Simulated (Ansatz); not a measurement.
# NaHO: small, medium and large basis sets

An exercise on one series of results from a longer session: the logs are not shown, and one member is left open.

Computed with Ansatz 0.2.0, Gaussian basis. Level: one geometry, several basis sets.

Plan: PBE0-D4/def2-SVP; ωB97M-V/def2-SVP; PBE0-D4/def2-QZVPP; ωB97M-V/def2-QZVPP; the functionals' def2-TZVPP values are taken from earlier runs.

### The relaxed structure

The geometry comes from an earlier relaxation with PBE0-D4 in a triple-zeta def2 set; it is a stationary point.

SMILES `[OH][Na]`, 3 atoms, charge 0, spin multiplicity 1.

Atoms are counted from 1 here; the program's logs count them from 0.

Bond lengths: O1–Na2 1.929 Å, O1–H3 0.951 Å. Angles: Na2–O1–H3 179.9°.

As a file:

```csv
atom,x (Å),y (Å),z (Å)
O1,-0.2898,-0.0139,-0.1602
Na2,1.4037,-0.0573,0.7622
H3,-1.1249,0.0063,-0.6152
```

Set-up of the first run:

in.yaml

```yaml
crystal:
  periodic: [false, false, false]
  atoms:
    - {symbol: O, position_ang: [-0.289794, -0.013943, -0.160195]}
    - {symbol: Na, position_ang: [1.403727, -0.057262, 0.762191]}
    - {symbol: H, position_ang: [-1.124933, 0.006305, -0.615197]}
basis:
  gaussian: {orbitals: def2-SVP}
hamiltonian: {xc: pbe0, dispersion: d4}
output: {orbitals: {seedname: orbitals}}
```

The run is started by

```console
ansatz run in.yaml --threads 2 --pin off --events-out ev --progress --plain --max-ram 32768MiB --backend cpu
```

Steps of the session up to this table: PBE0-D4 in def2-SVP; ωB97M-V in def2-SVP; PBE0-D4 in def2-QZVPP; ωB97M-V in def2-QZVPP.

One table of the session follows, with a row left open; its other results are not shown here.

It belongs to the step «Functionals by basis». 

| functional | basis | HOMO (eV) | LUMO (eV) |
| --- | --- | --- | --- |
| PBE0-D4 | def2-SVP | ? | ? |
| PBE0-D4 | def2-TZVPP | -5.09 | -1.23 |
| PBE0-D4 | def2-QZVPP | -5.20 | -1.22 |
| ωB97M-V | def2-SVP | -7.20 | -0.60 |
| ωB97M-V | def2-TZVPP | -7.62 | -0.74 |
| ωB97M-V | def2-QZVPP | -7.74 | -0.77 |

Estimate the missing values for PBE0-D4, def2-SVP.

The run gave: HOMO (eV): -4.70; LUMO (eV): -1.19. In the column «HOMO (eV)» it is the highest.
